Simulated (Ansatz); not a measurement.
**H₂NaOSi+ (SMILES [Na][O][SiH2+]): functionals against CCSD(T) at one geometry**

Aim: energy, forces and dipole at a structure displaced at random from a GFN2-xTB minimum, from CCSD(T) and from density functionals.

Method: single points in def2-TZVPP; program: Ansatz 0.2.0, Gaussian basis.

Cores are frozen in the correlated methods. The outer core shell of Li, Na, Mg and K is correlated.

### Step 1. The starting structure

5 atoms, charge 1, spin multiplicity 1.

Atoms are counted from 1 here; the program's logs count them from 0.

Bond lengths: Na1–O2 1.988 Å, O2–Si3 1.521 Å, Si3–H4 1.424 Å, Si3–H5 1.470 Å. Angles: Na1–O2–Si3 179.6°, O2–Si3–H4 119.9°, O2–Si3–H5 118.9°, H4–Si3–H5 121.2°.

Geometry (Å):

```xyz
5

Na   -2.6514    0.1967    0.8411
O    -0.7606    0.0475    0.2442
Si    0.6835   -0.0642   -0.2214
H     1.2795   -1.3472   -0.3877
H     1.4464    1.1674   -0.4695
```

### Step 2. CCSD(T)/def2-TZVPP

run/in.yaml

```yaml
crystal:
  periodic: [false, false, false]
  atoms:
    - {symbol: Na, position_ang: [-2.651400, 0.196700, 0.841100]}
    - {symbol: O, position_ang: [-0.760600, 0.047500, 0.244200]}
    - {symbol: Si, position_ang: [0.683500, -0.064200, -0.221400]}
    - {symbol: H, position_ang: [1.279500, -1.347200, -0.387700]}
    - {symbol: H, position_ang: [1.446400, 1.167400, -0.469500]}
basis:
  gaussian: {orbitals: def2-TZVPP}
total_charge: 1
correlation: {method: ccsd_t}
output: {forces: true}
```

Started as:

```console
$ ansatz run in.yaml --threads 4 --pin off --events-out ev --progress --plain --max-ram 5222MiB
```

### Step 3. PBE0-D4/def2-TZVPP

run/in.yaml: that of step 2 with these lines changed.

```diff
@@ -11,3 +11,3 @@
 total_charge: 1
-correlation: {method: ccsd_t}
-output: {forces: true}
+hamiltonian: {xc: pbe0, dispersion: d4}
+output: {forces: true, orbitals: {seedname: orbitals}}
```

### Step 4. wB97M-V/def2-TZVPP

run/in.yaml: that of step 3 with these lines changed.

```diff
@@ -11,3 +11,3 @@
 total_charge: 1
-hamiltonian: {xc: pbe0, dispersion: d4}
-output: {forces: true, orbitals: {seedname: orbitals}}
+hamiltonian: {xc: {name: wB97M-V}}
+output: {forces: true}
```

### Step 5. r2SCAN-D4/def2-TZVPP

run/in.yaml: that of step 4 with these lines changed.

```diff
@@ -11,3 +11,3 @@
 total_charge: 1
-hamiltonian: {xc: {name: wB97M-V}}
+hamiltonian: {xc: r2scan, dispersion: d4}
 output: {forces: true}
```

### Step 6. PBE-D4/def2-TZVPP

run/in.yaml: that of step 5 with these lines changed.

```diff
@@ -11,3 +11,3 @@
 total_charge: 1
-hamiltonian: {xc: r2scan, dispersion: d4}
+hamiltonian: {xc: pbe, dispersion: d4}
 output: {forces: true}
```

### Step 7. SPW92/def2-TZVPP

run/in.yaml: that of step 6 with these lines changed.

```diff
@@ -11,3 +11,3 @@
 total_charge: 1
-hamiltonian: {xc: pbe, dispersion: d4}
+hamiltonian: {xc: lda}
 output: {forces: true}
```

### Step 8. CAM-B3LYP-D4/def2-TZVPP

run/in.yaml: that of step 7 with these lines changed.

```diff
@@ -11,3 +11,3 @@
 total_charge: 1
-hamiltonian: {xc: lda}
+hamiltonian: {xc: {name: CAM-B3LYP}, dispersion: d4}
 output: {forces: true}
```

(Steps that only read results are left out.)

Before running it: what results should come out? Wanted: energy less free atoms, CCSD(T)/def2-TZVPP; RMS force component; RMS force error; HOMO and LUMO, PBE0-D4; T1 diagnostic.

As calculated:

| quantity | value |
| --- | --- |
| energy less free atoms, CCSD(T)/def2-TZVPP | -9.245 eV |
| RMS force component | 0.416 to 0.516 eV/Å over the methods |
| RMS force error | PBE0-D4 0.157, wB97M-V 0.106, r2SCAN-D4 0.083, PBE-D4 0.183, SPW92 0.182, CAM-B3LYP-D4 0.174 eV/Å |
| HOMO and LUMO, PBE0-D4 | -13.26 and -6.48 eV |
| T1 diagnostic | 0.015 |

**Reading.** Against CCSD(T) the functionals' energies less atoms differ by -2.103 to +0.118 eV, PBE-D4 by -0.198 eV. The reference is not at the basis limit: in triple zeta CCSD(T) underbinds, which counts against methods that bind more; the gaps are no ranking. On forces the order runs from r2SCAN-D4 to PBE-D4. Frozen-core CCSD(T) forces in triple zeta carry basis errors of their own, and this is one geometry, so small gaps rank nothing.
